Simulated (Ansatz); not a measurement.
```yaml
crystal:
  periodic: [false, false, false]
  atoms:
    - {symbol: S, position_ang: [-3.264696, -2.797210, -1.773288]}
    - {symbol: Al, position_ang: [0.073854, 0.234260, -0.153819]}
    - {symbol: S, position_ang: [2.416579, -1.125809, 3.798421]}
    - {symbol: H, position_ang: [-3.948274, -1.022177, -4.038438]}
    - {symbol: H, position_ang: [0.754735, 3.236628, -1.748603]}
    - {symbol: H, position_ang: [4.060204, 1.333289, 3.814087]}
basis:
  gaussian: {orbitals: def2-mTZVPP}
hamiltonian: {xc: {name: B2PLYP}}
scf: {lower_state_search: full}
output: {forces: true}
```

```sh
$ ansatz run in.yaml --threads 2 --pin off --events-out ev --progress --plain --max-ram 32768MiB --backend cpu
```

Output, abridged:

```
Functional definition: B2PLYP
818 factors; integrals over basis functions are off by at most 4.6e-4 eV
mean field evaluation 1: about -28256.0720 eV, gradient 5.5e1 eV
mean field evaluation 2: about -28256.0729 eV, gradient 5.5e1 eV
mean field evaluation 4: about -28271.5410 eV, gradient 3.9e1 eV
mean field evaluation 8: about -28275.4287 eV, gradient 3.1e1 eV
mean field evaluation 16: about -28283.0262 eV, gradient 4.4e-2 eV
mean field evaluation 32: about -28283.0262 eV, gradient 2.8e-2 eV
mean field evaluation 64: about -28283.0215 eV, gradient 2.3e-1 eV
mean field evaluation 160: about -28283.0243 eV, gradient 2.2e-1 eV
mean field -28283.02624330 eV, -1039.3820435177 hartree, gradient 1.8e-6 eV, S^2 0.000000; 8 other end points of the search recorded, 0 dependent functions left out; unrestricted orbitals would lower it
15 core orbitals not correlated: weight in the atoms' cores, before any rotation towards them, 1.000 or more for the frozen orbitals, at most 0.000 for the correlated occupied ones
reference -28283.02646919 eV, -1039.3820518189 hartree; 9, 9 occupied and 67, 67 virtual orbitals, 818 factors
second order -30.29218670 eV of doubles, -0.00000000 eV of singles
Total energy: -28291.20535960 eV, -1039.6826204976 hartree
Atom 0 at    -3.264696    -2.797210    -1.773288 Å, force    -0.410337     0.481019    -0.888010 eV/Å
Atom 1 at     0.073854     0.234260    -0.153819 Å, force     0.053889     0.237699    -0.126286 eV/Å
Atom 2 at     2.416579    -1.125809     3.798421 Å, force     0.702849     0.808717     0.202897 eV/Å
Atom 3 at    -3.948274    -1.022177    -4.038438 Å, force     0.255284    -0.603764     0.798217 eV/Å
Atom 4 at     0.754735     3.236628    -1.748603 Å, force    -0.016478    -0.072482     0.038456 eV/Å
Atom 5 at     4.060204     1.333289     3.814087 Å, force    -0.585207    -0.851189    -0.025273 eV/Å
Dipole moment:     0.115756     0.510736    -0.271362 e Å
```

(1) Something in this input is off. What?

Answers

(1) The geometry is stretched to more than twice its size. The calculation finished and met its thresholds. The result belongs to that input, not to the molecule as meant.
